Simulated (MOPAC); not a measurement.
MOPAC input (PM3):

```
PM3 1SCF UHF MS=0.5 GEO-OK AUX(PRECISION=9) THREADS=1
C4H5

C     0.01044234 1   -0.73326621 1    0.74046999 1
C    -0.15364340 1    0.65046493 1    0.77255556 1
C     0.15544107 1   -0.77669827 1   -0.64508207 1
C    -0.01056125 1    0.74161569 1   -0.74890149 1
H     0.02128176 1   -1.49441527 1    1.50909674 1
H    -0.31709518 1    1.38230009 1    1.54857521 1
H     0.31959054 1   -1.55752538 1   -1.37162848 1
H     0.86224415 1    1.29066649 1   -1.11134566 1
H    -0.89609388 1    1.08627730 1   -1.28894976 1
```

Problem. What heat of formation does the run end on, and which ionisation energy by Koopmans theorem?

Solution. 64.87 kcal/mol; 9.10 eV.

The determinant is spin-contaminated: <S^2> is 0.96 against 0.75 for a pure state.
